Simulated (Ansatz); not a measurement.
Ansatz (a first-principles code) input file for ClH, SMILES Cl, PBE-D3(BJ)/def2-TZVPD. 

Ansatz 0.2 input:
```yaml
crystal:
  periodic: [false, false, false]
  atoms:
    - {symbol: Cl, position_ang: [0.00000000, 0.00000000, -0.07125366]}
    - {symbol: H, position_ang: [0.00000000, 0.00000000, 1.21131227]}
basis:
  gaussian:
    orbitals: def2-TZVPD
hamiltonian:
  xc: pbe
  dispersion: d3bj
relax: {f_tol: 0.002, max_steps: 200}
```

Output:

```
Functional definition: PBE
integrals: 0.01 GiB planned
331 factors; their error is unknown
mean field: 0.09 GiB planned
mean field evaluation 1: about -12533.9938 eV, gradient 1.2e1 eV
mean field evaluation 2: about -12533.9428 eV, gradient 1.4e1 eV
mean field evaluation 4: about -12534.3401 eV, gradient 4.7e-1 eV
mean field evaluation 8: about -12534.3355 eV, gradient 1.3e-3 eV
mean field -12534.33548909 eV, -460.6283331464 hartree, gradient 1.2e-5 eV, S^2 0.000000; 0 other end points of the search recorded, 0 dependent functions left out
the calculation of the forces begins
reference -12534.33553632 eV, -460.6283348820 hartree; 9, 9 occupied and 46, 46 virtual orbitals, 331 factors
relax step   1: F+E_penalty+E_count = -12534.34425699 eV  Δ(F+E_penalty+E_count) = +0.000e0 eV  max|allowed force component| = 2.286e-1 eV/Å  Δτ_max = 0.0000 Å  (24 SCF iters, accepted)
these checks for a lower state are left out or cut short: starts, cluster_reference, orbital_swaps, neighbouring_geometries, increment
integrals: 0.01 GiB planned
331 factors; their error is unknown
mean field: 0.09 GiB planned
mean field evaluation 16: about -12534.3362 eV, gradient 5.1e-2 eV
mean field -12534.33617812 eV, -460.6283584675 hartree, gradient 1.5e-5 eV, S^2 0.000000; 0 other end points of the search recorded, 0 dependent functions left out
the calculation of the forces begins
reference -12534.33622538 eV, -460.6283602043 hartree; 9, 9 occupied and 46, 46 virtual orbitals, 331 factors
relax step   2: F+E_penalty+E_count = -12534.34494580 eV  Δ(F+E_penalty+E_count) = -6.888e-4 eV  max|allowed force component| = 9.666e-2 eV/Å  Δτ_max = 0.0021 Å  (28 SCF iters, accepted)
these checks for a lower state are left out or cut short: starts, cluster_reference, orbital_swaps, neighbouring_geometries, increment
integrals: 0.01 GiB planned
331 factors; their error is unknown
mean field: 0.09 GiB planned
mean field -12534.33633117 eV, -460.6283640920 hartree, gradient 1.5e-5 eV, S^2 0.000000; 0 other end points of the search recorded, 0 dependent functions left out
the calculation of the forces begins
reference -12534.33637845 eV, -460.6283658297 hartree; 9, 9 occupied and 46, 46 virtual orbitals, 331 factors
relax step   3: F+E_penalty+E_count = -12534.34509869 eV  Δ(F+E_penalty+E_count) = -1.529e-4 eV  max|allowed force component| = 1.182e-3 eV/Å  Δτ_max = 0.0016 Å  (26 SCF iters, accepted)
integrals: 0.01 GiB planned
331 factors; their error is unknown
mean field: 0.09 GiB planned
mean field evaluation 32: about -12534.0000 eV, gradient 1.2e1 eV
mean field -12534.33633117 eV, -460.6283640920 hartree, gradient 1.5e-5 eV, S^2 0.000000; 1 other end points of the search recorded, 0 dependent functions left out
the calculation of the forces begins
reference -12534.33637845 eV, -460.6283658297 hartree; 9, 9 occupied and 46, 46 virtual orbitals, 331 factors
Total energy: -12534.34514598 eV, -460.6286880303 hartree
Atom 0 at    -0.000000     0.000000    -0.074942 Å, force     0.000000     0.000000    -0.001182 eV/Å
Atom 1 at     0.000000    -0.000000     1.215000 Å, force    -0.000000    -0.000000     0.001182 eV/Å
Dipole moment:     0.000000     0.000000     0.226377 e Å
```

The run converged.
